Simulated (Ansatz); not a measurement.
# BSiNH+ (triplet): wave-function methods side by side, def2-TZVPP

One table from this session's results is given with a row withheld; the runs are named, their logs left out.

Program: Ansatz 0.2.0, Gaussian basis. Level of theory: def2-TZVPP, core rule «outside noble gas», up to 7 orbitals frozen. These are calculated values, not measurements.

Plan: UHF; ROHF; CCSD(T) on UHF.

2 further runs of the same task are left out: 2 set aside as unsound or not needed.

### The geometry

The geometry is a PBE0/def2-TZVP stationary point (not a proven minimum) of the parent state, kept for this charge and spin.

4 atoms, charge 1, spin multiplicity 3.

Atoms are counted from 1 here; the program's logs count them from 0.

Bond lengths: B1–N2 1.259 Å, N2–Si3 1.712 Å, Si3–H4 1.534 Å. Angles: B1–N2–Si3 171.7°, N2–Si3–H4 96.4°.

The first run:

File in.yaml:

```yaml
crystal:
  periodic: [false, false, false]
  atoms:
    - {symbol: B, position_ang: [0.000000, 0.016116, 1.931055]}
    - {symbol: N, position_ang: [0.000000, 0.074561, 0.673291]}
    - {symbol: Si, position_ang: [0.000000, -0.093854, -1.030677]}
    - {symbol: H, position_ang: [0.000000, 1.406192, -1.349441]}
basis:
  gaussian: {orbitals: def2-TZVPP}
total_charge: 1
magnetization: {spin_polarized: true, initial_magnetization: 2}
hamiltonian: {xc: hf}
output: {orbitals: {seedname: orbitals}}
```

On the command line:

```
> ansatz run in.yaml --threads 1 --pin off --events-out ev --progress --plain --max-ram 4096MiB --backend cpu
```

Among the steps run: UHF; ROHF; CCSD(T) on UHF.

One of the session's tables, all rows but one given; the rest of the session is left out.

| method | from UCCSD(T) (meV) |
| --- | --- |
| ROHF | +9843.7 |
| UHF | ? |
| UMP2 | +977.1 |
| UCCSD | +497.0 |
| UCCSD(T) | 0 |

Q: Estimate the row for UHF from the others.

As computed: from UCCSD(T) (meV): +9652.1. In the column «from UCCSD(T) (meV)» it lies between UMP2 (+977.1) and ROHF (+9843.7).
